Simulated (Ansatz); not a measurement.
## [H···H···NH], triplet: transfer scan

Starting geometry:

```yaml
atoms:
  - { symbol: H, position_ang: [-1.8409, 0.0594, 0.0000] }
  - { symbol: H, position_ang: [-1.0959, 0.0594, 0.0000] }
  - { symbol: N, position_ang: [0.1791, 0.0594, 0.0000] }
  - { symbol: H, position_ang: [0.4482, -0.9448, 0.0000] }
```

From there H2 is moved from one fragment to the other while all else, the fragments' distance too, stays fixed; atoms are numbered as listed. Energies are in kcal/mol, counted from the starting geometry at the same level.

Basis cc-pVTZ; Ansatz 0.2.0. Correlated methods freeze the noble-gas cores. R marks a restricted (for open shells ROHF) determinant, U an unrestricted one.

Full CI isn't at hand for all of this; UCCSDT(Q) serves as the reference, and is uncertain by about the last step of the cluster series. The frozen core follows each run's orbitals, which can shift R against U totals by a few meV.

```tsv
distance H1-H2 (Å)	RMP2
0.745	0.0
0.779	-0.5
0.846	-2.4
0.913	-3.2
0.980	-2.3
```

Q: Estimate the UCCSDT(Q) curve in cc-pVTZ from this one, knowing how RMP2 errs.

A: The computed UCCSDT(Q) values, in kcal/mol from the starting point, and the error of RMP2 against them:
```tsv
distance H1-H2 (Å)	UCCSDT(Q)	RMP2 less UCCSDT(Q)
0.745	0.0	0.0
0.779	-0.3	-0.2
0.846	-0.3	-2.1
0.913	-0.1	-3.1
0.980	0.7	-3.0
```

The error spans 3.1 kcal/mol and is largest, -3.1 kcal/mol, at 0.913 Å.
